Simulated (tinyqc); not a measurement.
Inside a calculation. Method: harmonic frequencies on the RHF/sto-3g surface (energies and gradients from PySCF), for H2O, spin multiplicity 1. One step of it, computed by the program tinyqc.

Question. Normal modes. Diagonalise H_ij / sqrt(m_i m_j); the 6 smallest eigenvalues belong to translations and rotations; wavenumber = sqrt(eigenvalue / 1822.888) x 219474.63; each mode has its largest component positive (the first on a tie); zero-point energy = sum of wavenumbers / 2, with 349.755 1/cm per kcal/mol.

Hessian (symmetrised) (hartree/bohr^2):
```
             1Ox          1Oy          1Oz          2Hx          2Hy          2Hz          3Hx          3Hy
1Ox   0.00129903  -0.00873496  -0.02763933  -0.00089412   0.01391369   0.01707024  -0.00040484  -0.00517873
1Oy  -0.00873496   0.80380947  -0.00360254   0.01918529  -0.41250585  -0.33479833  -0.01045032  -0.39130366
1Oz  -0.02763933  -0.00360254   0.63376670   0.01573494  -0.21409404  -0.30604821   0.01190440   0.21769658
2Hx  -0.00089412   0.01918529   0.01573494   0.00086406  -0.01691174  -0.01563571   0.00003003  -0.00227355
2Hy   0.01391369  -0.41250585  -0.21409404  -0.01691174   0.44941917   0.27339022   0.00299805  -0.03691330
2Hz   0.01707024  -0.33479833  -0.30604821  -0.01563571   0.27339022   0.28875592  -0.00143453   0.06140810
3Hx  -0.00040484  -0.01045032   0.01190440   0.00003003   0.00299805  -0.00143453   0.00037478   0.00745228
3Hy  -0.00517873  -0.39130366   0.21769658  -0.00227355  -0.03691330   0.06140810   0.00745228   0.42821698
3Hz   0.01056909   0.33840087  -0.32771868  -0.00009923  -0.05929621   0.01729238  -0.01046987  -0.27910466

             3Hz
1Ox   0.01056909
1Oy   0.33840087
1Oz  -0.32771868
2Hx  -0.00009923
2Hy  -0.05929621
2Hz   0.01729238
3Hx  -0.01046987
3Hy  -0.27910466
3Hz   0.31042639
```

masses (u): 1O 15.994915, 2H 1.007825, 3H 1.007825

Give: eigenvalues of the mass-weighted Hessian; harmonic wavenumbers of the vibrations; mass-weighted modes; zero-point energy.

Answer.

eigenvalues of the mass-weighted Hessian (hartree/(bohr^2 u)): 0.0000  0.0000  0.0000  0.0000  0.0000  0.0000  0.1782  0.6486  0.7297

harmonic wavenumbers of the vibrations (1/cm): 2170.0  4140.1  4391.1

mass-weighted modes:
```
      mode 1   mode 2   mode 3
1Ox   0.0116   0.0090   0.0027
1Oy  -0.0051  -0.0039  -0.2624
1Oz  -0.2641  -0.2047   0.0051
2Hx  -0.0187  -0.0236  -0.0246
2Hy  -0.4229   0.5665   0.5312
2Hz   0.5346   0.3966   0.4278
3Hx  -0.0275  -0.0122   0.0139
3Hy   0.4431  -0.5511   0.5142
3Hz   0.5177   0.4187  -0.4481
```

zero-point energy = 15.2982 kcal/mol
